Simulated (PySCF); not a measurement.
Glyoxal, C2H2O2.
Z-matrix (Å and degrees, GFN2-xTB geometry), rows numbered from 1:
```
O 
C   1  1.1970
C   2  1.5171  1  123.08
O   3  1.1970  2  123.20  1   179.86
H   2  1.1043  1  123.19  3  -179.99
H   3  1.1043  2  113.58  1    -0.12
```

Computed with TDDFT wB97X-D/def2-SVPD, vertical, gas phase, core orbitals frozen in the response in PySCF.

List the vertical singlet excitations with oscillator strengths and describe the spectrum.

```tsv
state	E (eV)	λ (nm)	ν̃ (cm⁻¹)	f	symmetry	main configurations (H = HOMO, L = LUMO)
S1	2.72	455.7	21950	0.0002	–	H→L (98%)
S2	4.35	285.2	35060	0.0000	–	H-1→L (89%), H→L+1 (10%)
S3	6.64	186.7	53570	0.0000	–	H→L+1 (88%), H-1→L (10%)
S4	8.13	152.5	65550	0.0012	–	H-4→L (97%)
S5	8.13	152.5	65590	0.0009	–	H→L+2 (94%)
S6	8.14	152.3	65670	0.325	Bu	H-2→L (93%)
S7	8.26	150.2	66600	0.0000	–	H-1→L+1 (80%), H-6→L (17%)
S8	8.38	148.0	67580	0.150	Bu	H→L+3 (94%)
```

Triplets (Tamm–Dancoff): T1 2.18 eV, H→L (97%); T2 3.73 eV, H-1→L (86%), H→L+1 (12%); T3 5.13 eV, H-2→L (92%).

The lowest singlet comes at 456 nm (263 kJ/mol) in the visible; it is dark (f under 0.0005); its leading configuration is HOMO→LUMO (98%). The most intense listed level is S6 at 8.14 eV (152 nm, f = 0.325), 5.42 eV above S1. S4/S5/S6 lie within about 0.01 eV of each other. Löwdin shares by element: HOMO oxygen 60%, carbon 28%; LUMO oxygen 50%, carbon 46%. Of the 8 states listed, 2 reach f = 0.01 and 4 stay under 0.0005. Weighted by f, the mean energy of these states is 8.21 eV. Orbital energies (eV): HOMO-3 -15.12, HOMO-2 -13.59, HOMO-1 -11.73, HOMO -9.91, LUMO -1.40, LUMO+1 2.15, LUMO+2 2.58. S1 lies in the visible range (380 to 750 nm), at 456 nm, dark in the vertical dipole picture (f under 0.0005); light of that wavelength is blue, and its complementary colour is yellow; a Tamm–Dancoff triplet lies at 569 nm, without intensity as long as spin–orbit coupling is left out. Symmetry labels in C2h follow from the direction of the transition dipole and are given only for states with f of 0.002 or more. Only the lowest 8 singlets were computed, as vertical energies without vibronic structure.

One conformer stands for the species.
